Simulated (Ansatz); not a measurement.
`O=BF` + HCl → `O=BCl` + H–F at 400 K and 1 bar (ligand exchange at a B–F bond).

Program: Ansatz. Geometries: PBE0-D4/def2-TZVP. ΔE: electronic, gas phase. CCSD(T)/CBS is extrapolated from def2-TZVPP and def2-QZVPP, frozen cores.

```tsv
species	CCSD(T)/CBS energy (Eh)	H − E (kJ/mol)	S (J/(mol·K))
`O=BF`	-199.84339	39.4	237.0
HCl	-460.38167	29.6	195.4
`O=BCl`	-559.81971	36.6	250.0
H–F	-100.39431	36.5	182.2
```

H − E and S are ideal-gas, rigid-rotor, harmonic terms from PBE0-D4/def2-TZVP. 1 Eh = 2625.50 kJ/mol, R = 8.31446 J/(mol·K).

Problem. By hand: ΔE, ΔH, ΔS and ΔG.

Solution. ΔE = (-559.81971) + (-100.39431) − (-199.84339) − (-460.38167) = 0.01104 Eh = 29.0 kJ/mol. Δ(H − E) = 36.6 + 36.5 − 39.4 − 29.6 = 4.1, so ΔH = 33.1 kJ/mol. ΔS = 250.0 + 182.2 − 237.0 − 195.4 = -0.2 J/(mol·K). ΔG = 33.1 − 400 × (-0.2)/1000 = 33.2 kJ/mol.

Problem. By hand: the equilibrium constant, and the temperature at which ΔG would vanish if ΔH and ΔS stayed fixed.

Solution. log₁₀ K = −ΔG/(RT ln 10) = -4.3. ΔH and −TΔS have one sign here, so there is no such temperature.

The number of gas molecules stays the same, so ΔS is small and ΔH decides. A doubt of 5 kJ/mol in ΔE shifts log₁₀ K by 0.7 here. These are equilibria of isolated gas molecules and say nothing of rates. Largest T1 diagnostic: 0.016 (customary marks: 0.02 for closed shells, 0.045 for open ones).

ΔS is within the doubt of such terms, so its sign, and with it that verdict, could turn.
